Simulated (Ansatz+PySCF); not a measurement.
singlet C5H5(-): levels of theory in one basis

```yaml
atoms:
  - { symbol: C, position_ang: [1.2977, 0.0000, 0.0000] }
  - { symbol: C, position_ang: [0.4010, 1.2342, 0.0000] }
  - { symbol: C, position_ang: [-1.0499, 0.7628, 0.0000] }
  - { symbol: C, position_ang: [-1.0499, -0.7628, 0.0000] }
  - { symbol: C, position_ang: [0.4010, -1.2342, 0.0000] }
  - { symbol: H, position_ang: [2.4811, 0.0000, 0.0000] }
  - { symbol: H, position_ang: [0.7667, 2.3597, 0.0000] }
  - { symbol: H, position_ang: [-2.0073, 1.4584, 0.0000] }
  - { symbol: H, position_ang: [-2.0073, -1.4584, 0.0000] }
  - { symbol: H, position_ang: [0.7667, -2.3597, 0.0000] }
```

Basis set: def2-SVP (spherical functions). Frozen core: 5 orbitals. Charge -1, multiplicity 1.

Computed with Ansatz (development build ahead of 0.2.0); each method stands on the lowest determinant of its kind that the runs found. NEVPT2 correlates all electrons. Active spaces start from the frontier orbitals, and the lowest solution found is given.

| method | E − E(RHF) (eV) | <S²> of the determinant |
| --- | --- | --- |
| RHF | 0.00 | 0.00 |
| RHF-MP2 | -19.02 | – |
| SC-NEVPT2(6,5) | -19.58 | – |

What does CASSCF(6,5) give on the same scale?

-1.47 eV.

Is a single determinant a sound starting point here?

By this sign, yes. Unrestricted orbitals gain 0.00 eV and <S²> is 0.00 against 0.00 for a pure state. The CASSCF(6,5) natural occupations are 1.96, 1.94, 1.94, 0.08, 0.08.

Caution: no diffuse functions for an anion.
